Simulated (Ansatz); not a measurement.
# BSiH (singlet): from Hartree-Fock to the top rungs at scale of all distances = 0.883, 6-31G

How much of the correlation energy of BSiH (singlet) does each wave-function method recover here?

Computed with Ansatz 0.2.0, Gaussian basis. Level: 6-31G, core rule «outside noble gas», up to 6 orbitals frozen.

To be run: UHF; CCSD(T) on RHF; CCSD(T) on UHF; BCCD(T) on RHF; CISD; CCSDT(Q) on RHF; CCSDT(Q) on UHF; CISDTQ; CCSDTQ on RHF; CCSDTQ on UHF; CASSCF and MRCISD+Q, 2 electrons in 2 orbitals; CASSCF and NEVPT2, 2 electrons in 2 orbitals; CASSCF and MRCISD+Q, 8 electrons in 9 orbitals; CASSCF and NEVPT2, 8 electrons in 9 orbitals; Full CI; Full CI in the symmetry of the determinant.

21 further runs of the same task are left out: 1 for a mislabelled method, 1 for a known fault of the program, 18 that didn't finish, 1 set aside as unsound or not needed.

**1. The geometry**

The geometry derives from a PBE0/def2-TZVP stationary point (not a proven minimum). All distances are scaled together.

3 atoms, charge 0, spin multiplicity 1.

Atoms are counted from 1 here; the program's logs count them from 0.

Bond lengths: Si1–B2 1.800 Å, Si1–H3 1.339 Å. Angles: B2–Si1–H3 180.0°.

**2. UHF**

The input, in.yaml:

```yaml
crystal:
  periodic: [false, false, false]
  atoms:
    - {symbol: Si, position_ang: [0.000000, 0.000000, 0.153845]}
    - {symbol: B, position_ang: [0.000000, 0.000000, -1.646200]}
    - {symbol: H, position_ang: [0.000000, 0.000000, 1.492354]}
basis:
  gaussian: {orbitals: 6-31G}
magnetization: {spin_polarized: true, initial_magnetization: 0}
hamiltonian: {xc: hf}
output: {orbitals: {seedname: orbitals}}
```

On the command line:

```sh
$ ansatz run in.yaml --threads 1 --pin off --events-out ev --progress --plain --max-ram 2393MiB
```

The runs that follow: CCSD(T) on RHF; CCSD(T) on UHF; BCCD(T) on RHF; CISD; CCSDT(Q) on RHF; CCSDT(Q) on UHF; CISDTQ; CCSDTQ on RHF; CCSDTQ on UHF; CASSCF and MRCISD+Q, 2 electrons in 2 orbitals; CASSCF and NEVPT2, 2 electrons in 2 orbitals; CASSCF and MRCISD+Q, 8 electrons in 9 orbitals; CASSCF and NEVPT2, 8 electrons in 9 orbitals; Full CI; Full CI in the symmetry of the determinant.

Q: Predict the results of all the runs planned. Wanted: FCI below the RHF energy; NEVPT2 pair from FCI; MRCISD+Q pair from FCI; NEVPT2 valence from FCI; T1 diagnostic; effectively unpaired electrons.

The runs gave:

```
                         quantity                             value
         FCI below the RHF energy                        -4.3032 eV
             NEVPT2 pair from FCI                   +21.96 kcal/mol
           MRCISD+Q pair from FCI                    -1.29 kcal/mol
          NEVPT2 valence from FCI                    +5.23 kcal/mol
levels within 1 kcal/mol (43 meV)  MRCISD valence, MRCISD+Q valence
                    T1 diagnostic                             0.023
   effectively unpaired electrons                              2.21
```

MRCISD+Q pair falls below full CI: the +Q correction isn't variational, and the cores differ from full CI's. With 2.2 effectively unpaired electrons against 0 the state is strongly multireference. Of the multireference levels listed MRCISD+Q valence comes nearest in total energy (+0.10 kcal/mol), which doesn't show that its space is the better one. The lowest state has another symmetry than the determinant, whose own symmetry lies 0.70 eV higher, so single-reference misses include that gap. Coupled cluster took another determinant than the lowest Hartree-Fock one. These misses are within one basis, not against nature.
